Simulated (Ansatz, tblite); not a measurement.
# The cluster Si4H8: rung by rung

How do method and basis change the picture of the cluster Si4H8 (singlet)?

The runs use Ansatz 0.2.0, Gaussian basis; as each input shows.

The runs, in order: GFN1-xTB, GFN2-xTB, PBE-D4/def2-TZVP, r2SCAN-D4/def2-TZVP, LDA/def2-TZVP, HSE06-D4/def2-TZVP, CAM-B3LYP-D4/def2-TZVP, PBE-QIDH/def2-TZVP, B2PLYP/def2-TZVP, ωB97X-V/def2-TZVP, B97M-V/def2-TZVP, PBE-D4/def2-SVP, PBE0-D4/def2-SVP, PBE0-D4/def2-TZVPD, PBE-D4/def2-TZVPD, r2SCAN-D4/def2-TZVPD, CCSD(T)/def2-TZVP, RPA/def2-TZVP.

1 further run of the same task is left out (set aside as unsound or not needed).

### 1 The geometry

The singlet was relaxed beforehand with r2SCAN-D4/def2-SVP. At that level it is the lowest of the isomers that a small search found.

12 atoms, charge 0, spin multiplicity 1.

Bond lengths: Si1–Si3 2.366 Å, Si1–Si4 2.366 Å, Si1–H8 1.499 Å, Si1–H12 1.495 Å, Si2–Si3 2.366 Å, Si2–Si4 2.366 Å, Si2–H7 1.499 Å, Si2–H9 1.495 Å, Si3–H6 1.495 Å, Si3–H11 1.499 Å, Si4–H5 1.495 Å, Si4–H10 1.499 Å. Angles: Si3–Si1–Si4 86.8°, Si3–Si1–H8 109.2°, Si3–Si1–H12 120.1°, Si4–Si1–H8 109.4°, Si4–Si1–H12 120.1°, H8–Si1–H12 109.4°, Si3–Si2–Si4 86.8°, Si3–Si2–H7 109.3°, Si3–Si2–H9 120.0°, Si4–Si2–H7 109.4°, Si4–Si2–H9 120.0°, H7–Si2–H9 109.4°, Si1–Si3–Si2 86.8°, Si1–Si3–H6 120.0°, Si1–Si3–H11 109.2°, Si2–Si3–H6 120.1°, Si2–Si3–H11 109.3°, H6–Si3–H11 109.4° and more.

PBE0-D4/def2-TZVP was run before; its log isn't repeated, and its numbers join the tables.

### 2 GFN1-xTB

Tight binding, by tblite at 300 K electronic temperature and without a spin-polarisation term:

```python
tblite.interface.Calculator('GFN1-xTB', numbers, positions, charge=0, uhf=0).singlepoint()
```

Energy -316.8583 eV, HOMO -10.64 eV, LUMO -8.20 eV; 0.008 s.

### 3 GFN2-xTB

Tight binding, by tblite at 300 K electronic temperature and without a spin-polarisation term:

```python
tblite.interface.Calculator('GFN2-xTB', numbers, positions, charge=0, uhf=0).singlepoint()
```

Energy -296.8189 eV, HOMO -8.79 eV, LUMO -5.67 eV; 0.006 s.

### 4 PBE-D4/def2-TZVP

start.molden holds the orbitals of an earlier run on this state, given as this run's starting guess.

in.yaml reads:

```yaml
crystal:
  periodic: [false, false, false]
  atoms:
    - {symbol: Si, position_ang: [-1.113220, -1.216277, 0.062944]}
    - {symbol: Si, position_ang: [1.371597, 0.869467, 0.292916]}
    - {symbol: Si, position_ang: [0.603636, -0.561624, -1.427771]}
    - {symbol: Si, position_ang: [-0.861602, 0.908024, 1.073926]}
    - {symbol: H, position_ang: [-1.143273, 1.081916, 2.532001]}
    - {symbol: H, position_ang: [1.519453, -1.588890, -2.012651]}
    - {symbol: H, position_ang: [2.219505, 0.085531, 1.248350]}
    - {symbol: H, position_ang: [-0.587570, -2.272121, 0.987792]}
    - {symbol: H, position_ang: [2.065312, 2.148513, -0.051788]}
    - {symbol: H, position_ang: [-1.640504, 1.922676, 0.292663]}
    - {symbol: H, position_ang: [0.012033, 0.263111, -2.530490]}
    - {symbol: H, position_ang: [-2.445346, -1.640325, -0.467891]}
basis:
  gaussian: {orbitals: def2-TZVP, initial_orbitals: start.molden}
hamiltonian: {xc: pbe, dispersion: d4}
scf: {omitted_lower_state_checks: [starts]}
output: {forces: true, orbitals: {seedname: orbitals}}
```

Launch:

```
$ ansatz run in.yaml --threads 4 --pin off --events-out ev --progress --plain --max-ram 3916MiB
```

Further steps of the session: r2SCAN-D4/def2-TZVP; LDA/def2-TZVP; HSE06-D4/def2-TZVP; CAM-B3LYP-D4/def2-TZVP; PBE-QIDH/def2-TZVP; B2PLYP/def2-TZVP; ωB97X-V/def2-TZVP; B97M-V/def2-TZVP; PBE-D4/def2-SVP; PBE0-D4/def2-SVP; PBE0-D4/def2-TZVPD; PBE-D4/def2-TZVPD; r2SCAN-D4/def2-TZVPD; CCSD(T)/def2-TZVP; RPA/def2-TZVP.

**Question.** What will the summary of the whole plan be? Wanted: gap in def2-TZVP, named functionals, smallest and largest; correlation energy, CCSD(T)/def2-TZVP; binding an atom, CCSD(T)/def2-TZVP; PBE0 total energy, smallest basis above largest.

The runs gave:

| quantity | value |
| --- | --- |
| gap in def2-TZVP, named functionals, smallest and largest | 4.59 eV (LDA), 10.56 eV (ωB97X-V) |
| correlation energy, CCSD(T)/def2-TZVP | -15.54 eV |
| binding an atom, CCSD(T)/def2-TZVP | 2.884 eV |
| PBE0 total energy, smallest basis above largest | 10.98 eV (def2-SVP, def2-TZVPD) |

What this shows: Over the named functionals in def2-TZVP the gap runs from 4.59 eV (LDA) to 10.56 eV (ωB97X-V); exact exchange widens it. The functionals in def2-TZVP miss CCSD(T)/def2-TZVP by +0.101 (PBE-D4) to +0.435 eV (LDA) an atom. The reference is CCSD(T) in one finite basis, so it carries an error of its own, often a tenth of an eV or more, and near misses can't be ranked.
